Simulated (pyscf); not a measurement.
H₂B–NH₂ (SMILES BN) + HF (SMILES F) → H₂B–NH₂ (SMILES BN) + HF (SMILES F) (four-centre exchange; singlet surface; H–N, F–H broken, H–N, F–H formed). Structures and frequencies: ωB97X-D3(BJ)/def2-SVP in PySCF. Correlated levels are frozen-core, on RHF or UHF. ΔMP2 is the change of the MP2 total energy from the triple- to the quadruple-zeta basis. Energies in kcal/mol from the separated reactants.

```
level                             barrier  reaction energy
--------------------------------  -------  ---------------
ωB97X-D3(BJ)/def2-TZVP               42.7              0.0
B3LYP-D3(BJ)/def2-TZVP               41.1              0.0
PBE0-D3(BJ)/def2-TZVP                39.9              0.0
ωB97M-D3(BJ)/def2-TZVP               42.5              0.0
CCSD/def2-TZVPP                       [?]              0.0
CCSD(T)/def2-TZVPP                   46.5              0.0
CCSD(T)/def2-TZVPP + ΔMP2(QZVPP)      [?]              0.0
```

Q: Complete the blanks.

A: 
- CCSD/def2-TZVPP, barrier: 49.1
- CCSD(T)/def2-TZVPP + ΔMP2(QZVPP), barrier: 46.3

Of the functionals in the table, ωB97X-D3(BJ) is closest to CCSD(T)/def2-TZVPP + ΔMP2(QZVPP) in the barrier (3.6 kcal/mol apart) and PBE0-D3(BJ) least close (6.5 kcal/mol); that level has limits of its own. On the reactant side the descent ends in a complex, 4.7 kcal/mol under the separated species and 47.4 kcal/mol under the saddle at ωB97X-D3(BJ)/def2-TZVP. On the product side the descent ends in a complex, 4.7 kcal/mol under the separated species and 47.4 kcal/mol under the saddle at ωB97X-D3(BJ)/def2-TZVP. The same reactants have a lower exit, to H₂B–F + NH₃ (barrier +9.2 kcal/mol at ωB97M-D3(BJ), against +42.5 kcal/mol here). One saddle was located; it need not be the lowest between these sides. The CCSD(T) − MP2 part came from Ansatz, without density fitting, on the same reference.
